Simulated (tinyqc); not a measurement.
Inside a calculation. Method: Pariser-Parr-Pople SCF with singles CI, for the molecule C=CC=CC=C (SMILES; centres numbered as the heavy atoms are written). One step of it, computed by the program tinyqc.

Task: Iteration 2: Fock matrix. F_rr = H_rr + P_rr gamma_rr / 2 + sum_(s != r) P_ss gamma_rs; F_rs = H_rs - P_rs gamma_rs / 2; E = tr P (H + F) / 2 + core repulsion sum_(r<s) z_r z_s gamma_rs.

P after iteration 1, lower triangle:
```
           1C         2C         3C        4C        5C        6C
1C   1.000000
2C   0.886582   1.000000
3C   0.000000   0.455222   1.000000
4C  -0.375006   0.000000   0.806667  1.000000
5C   0.000000  -0.074672   0.000000  0.455222  1.000000
6C   0.268005   0.000000  -0.375006  0.000000  0.886582  1.000000
```

core matrix H (eV), lower triangle:
```
            1C          2C          3C          4C          5C          6C
1C  -32.463292
2C   -2.690000  -37.899688
3C    0.000000   -2.690000  -40.325534
4C    0.000000    0.000000   -2.690000  -40.325534
5C    0.000000    0.000000    0.000000   -2.690000  -37.899688
6C    0.000000    0.000000    0.000000    0.000000   -2.690000  -32.463292
```

repulsion gamma_rs (eV), lower triangle:
```
           1C         2C         3C         4C         5C         6C
1C  11.800000
2C   7.753954  11.800000
3C   5.304045   7.751103  11.800000
4C   3.692386   5.304045   7.753954  11.800000
5C   2.879123   3.691463   5.304045   7.751103  11.800000
6C   2.313784   2.879123   3.692386   5.304045   7.753954  11.800000
```

Centres (angstrom, eV; a flat drawing with bonds scaled to 1.40 angstrom):
```
centre          x          y  core charge z          W   gamma_rr
1C      -3.045000  -0.196000              1  10.520000  11.800000
2C      -1.799000   0.442000              1  10.520000  11.800000
3C      -0.623000  -0.319000              1  10.520000  11.800000
4C       0.623000   0.319000              1  10.520000  11.800000
5C       1.799000  -0.442000              1  10.520000  11.800000
6C       3.045000   0.196000              1  10.520000  11.800000
```

Give: F; pi energy.

Result:

F (eV), lower triangle:
```
         1C       2C       3C       4C       5C       6C
1C  -4.6200
2C  -6.1273  -4.6200
3C   0.0000  -4.4542  -4.6200
4C   0.6923   0.0000  -5.8174  -4.6200
5C   0.0000   0.1378   0.0000  -4.4542  -4.6200
6C  -0.3101   0.0000   0.6923   0.0000  -6.1273  -4.6200
```

pi energy = -75.0342 eV
